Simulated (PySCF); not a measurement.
Species: CCl₃F.
Numbering: `[F:1][C:2]([Cl:3])([Cl:4])[Cl:5]`

The same species was optimised twice, with GFN2-xTB and with PBE0-D3(BJ)/def2-SVP (PySCF), and the same property calculations (PySCF, gas phase) were run on both structures.

```csv
coordinate,GFN2-xTB,PBE0-D3(BJ)/def2-SVP,change
F1–C2 (Å),1.337,1.326,-0.011
C2–Cl3 (Å),1.771,1.766,-0.005
C2–Cl5 (Å),1.771,1.767,-0.004
C2–Cl4 (Å),1.771,1.767,-0.004
F1–C2–Cl4 (°),108.5,108.6,+0.1
Cl4–C2–Cl5 (°),110.4,110.3,-0.1
F1–C2–Cl5 (°),108.6,108.6,0.0
Cl3–C2–Cl4 (°),110.4,110.3,-0.1
Cl3–C2–Cl5 (°),110.4,110.3,-0.1
F1–C2–Cl3 (°),108.5,108.6,+0.1
```

Rotational constants: A = 2444, B = 2444, C = 1709 MHz (GFN2-xTB) against A = 2462, B = 2461, C = 1719 MHz (PBE0-D3(BJ)/def2-SVP). Point groups within 0.08 Å: C3v and C3v. Atoms that the bonding makes alike are paired by their places after alignment.

On the GFN2-xTB structure: HOMO (eV) -9.28 [PBE0/pcSseg-1]; LUMO (eV) -1.38 [PBE0/pcSseg-1]; dipole (D) 0.41 [PBE0/pcSseg-1]; GIAO shielding of F1 (ppm) 170.9 [PBE0/pcSseg-1]; GIAO shielding of C2 (ppm) 39.0 [PBE0/pcSseg-1]; GIAO shielding of Cl3/Cl4/Cl5 (mean) (ppm) 386.7 [PBE0/pcSseg-1].

Question: What do these properties become on the PBE0-D3(BJ)/def2-SVP structure?

Answer: 
```csv
property,level,on GFN2-xTB,on PBE0-D3(BJ)/def2-SVP,change
HOMO (eV),PBE0/pcSseg-1,-9.28,-9.26,+0.02
LUMO (eV),PBE0/pcSseg-1,-1.38,-1.32,+0.06
dipole (D),PBE0/pcSseg-1,0.41,0.36,-0.05
"energy, GFN2-xTB geometry as zero (kcal/mol)",PBE0/pcSseg-1,0.0,0.0,0.0
GIAO shielding of F1 (ppm),PBE0/pcSseg-1,170.9,177.2,+6.3
GIAO shielding of C2 (ppm),PBE0/pcSseg-1,39.0,41.4,+2.4
GIAO shielding of Cl3/Cl4/Cl5 (mean) (ppm),PBE0/pcSseg-1,386.7,394.2,+7.5
```

The heavy atoms differ by 0.006 Å rms after alignment. Among all bonds F1–C2 changes most (-0.011 Å). Changes are differences of the printed values. Neither structure is proved a minimum here.
